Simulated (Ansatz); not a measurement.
# BH₃Cl (doublet): wave-function methods side by side at distance Cl1–H2 along a hydrogen transfer = 1.465 Å, cc-pVDZ

An exercise on one series of results from a longer session: the logs are not shown, and one member is left open.

The runs use Ansatz 0.2.0, Gaussian basis; cc-pVDZ, core rule «outside noble gas», up to 6 orbitals frozen.

Plan: UHF; CCSD(T) on ROHF; CCSD(T) on UHF; BCCD(T) on ROHF; CISD; CCSDT(Q) on ROHF; CCSDT(Q) on UHF; CASSCF and MRCISD+Q, 3 electrons in 3 orbitals; CASSCF and NEVPT2, 3 electrons in 3 orbitals.

12 further runs of the same task are left out: 5 for a known fault of the program, 1 for a mislabelled method, 6 that didn't finish.

## The system

The geometry derives from fragments relaxed apart (PBE0/def2-TZVP) and kept rigid, so it is no stationary point. A hydrogen atom is moved between rigid fragments.

5 atoms, charge 0, spin multiplicity 2.

Atoms are counted from 1 here; the program's logs count them from 0.

Bond lengths: Cl1–H2 1.465 Å, B3–H4 1.191 Å, B3–H5 1.191 Å. Angles: H4–B3–H5 129.4°.

Set-up of the first run:

in.yaml

```yaml
crystal:
  periodic: [false, false, false]
  atoms:
    - {symbol: Cl, position_ang: [-0.858059, 0.000000, 0.000000]}
    - {symbol: H, position_ang: [0.606941, 0.000000, 0.000000]}
    - {symbol: B, position_ang: [2.243941, 0.000000, 0.000000]}
    - {symbol: H, position_ang: [2.753014, 0.000000, 1.077008]}
    - {symbol: H, position_ang: [2.753014, 0.000000, -1.077008]}
basis:
  gaussian: {orbitals: cc-pVDZ}
magnetization: {spin_polarized: true, initial_magnetization: 1}
hamiltonian: {xc: hf}
output: {orbitals: {seedname: orbitals}}
```

The run is started by

```sh
> ansatz run in.yaml --threads 1 --pin off --events-out ev --progress --plain --max-ram 2393MiB
```

Steps of the session up to this table: UHF; CCSD(T) on ROHF; CCSD(T) on UHF; BCCD(T) on ROHF; CISD; CCSDT(Q) on ROHF; CCSDT(Q) on UHF; CASSCF and MRCISD+Q, 3 electrons in 3 orbitals; CASSCF and NEVPT2, 3 electrons in 3 orbitals.

One table of the session follows, with a row left open; its other results are not shown here.

| method | from UCCSDT(Q) (kcal/mol) |
| --- | --- |
| ROHF | +168.96 |
| UHF | +165.32 |
| RMP2 | +25.99 |
| UMP2 | +26.56 |
| CISD | +16.92 |
| RCCSD | +3.81 |
| UCCSD | +3.69 |
| RCCSD(T) | +0.72 |
| UCCSD(T) | +0.73 |
| BCCD(T) | +0.73 |
| RCCSDT | +0.25 |
| UCCSDT | +0.24 |
| RCCSDT(Q) | +0.01 |
| UCCSDT(Q) | 0 |
| CASSCF pair | +156.35 |
| NEVPT2 pair | ? |
| MRCISD pair | +14.44 |
| MRCISD+Q pair | +0.96 |

**Question.** Estimate the row for NEVPT2 pair.

The run gave: from UCCSDT(Q) (kcal/mol): +24.97. In the column «from UCCSDT(Q) (kcal/mol)» it lies between CISD (+16.92) and RMP2 (+25.99).

Among the levels timed on like hardware and quicker than the yardstick, those that no quicker one beats, quickest first: NEVPT2 pair (1.5 s, +24.97 kcal/mol); MRCISD+Q pair (2 s, +0.96 kcal/mol); BCCD(T) (4.3 s, +0.73 kcal/mol); RCCSD(T) (7 s, +0.72 kcal/mol).

To keep in mind: Of the multireference levels listed MRCISD+Q pair comes nearest in total energy (+0.96 kcal/mol), which doesn't show that its space is the better one. Restricted and unrestricted rows rest on different reference determinants; where their highest levels disagree by more than a few hundredths of an eV, they describe different states and don't form one ladder.
